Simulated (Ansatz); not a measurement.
`CBO` and `[CH3][AlH][OH]` differ in one element.

Ansatz, PBE0-D4/def2-TZVP geometries, multiplicity 1. Each molecule was computed in one conformer, which needn't be the lowest.

```csv
property,`CBO`
zero-point energy (PBE0-D4/def2-TZVP) / kJ/mol,168.2
HOMO–LUMO gap (PBE/def2-TZVPP) / eV,6.29
size of the dipole moment (PBE/def2-TZVPP) / D,0.99
vertical ionisation energy (CCSD(T)/CBS(def2)) / eV,11.55
HOMO energy (B3LYP/def2-TZVPP) / eV,-8.38
HOMO–LUMO gap (PBE0/def2-TZVPP) / eV,8.78
```

(1) Give the same properties after the change, and the shifts. (Estimate.)

Answers

(1) Computed: 
```json
{"property": "zero-point energy (PBE0-D4/def2-TZVP) / kJ/mol", "`[CH3][AlH][OH]`": "146.4", "shift": "-21.8"}
{"property": "HOMO–LUMO gap (PBE/def2-TZVPP) / eV", "`[CH3][AlH][OH]`": "5.45", "shift": "-0.84"}
{"property": "size of the dipole moment (PBE/def2-TZVPP) / D", "`[CH3][AlH][OH]`": "0.50", "shift": "-0.49"}
{"property": "vertical ionisation energy (CCSD(T)/CBS(def2)) / eV", "`[CH3][AlH][OH]`": "10.70", "shift": "-0.85"}
{"property": "HOMO energy (B3LYP/def2-TZVPP) / eV", "`[CH3][AlH][OH]`": "-7.77", "shift": "0.61"}
{"property": "HOMO–LUMO gap (PBE0/def2-TZVPP) / eV", "`[CH3][AlH][OH]`": "7.53", "shift": "-1.25"}
```

With PBE0 the HOMO rises by 0.60 eV and the LUMO falls by 0.66 eV, so the gap narrows by about 1.26 eV. PBE moves the HOMO by 0.43 eV and ωB97M-V by 0.71 eV. Dipoles are sizes alone; their direction can turn.

B3LYP here is the variant with VWN-RPA as its local correlation; programs differ in this.
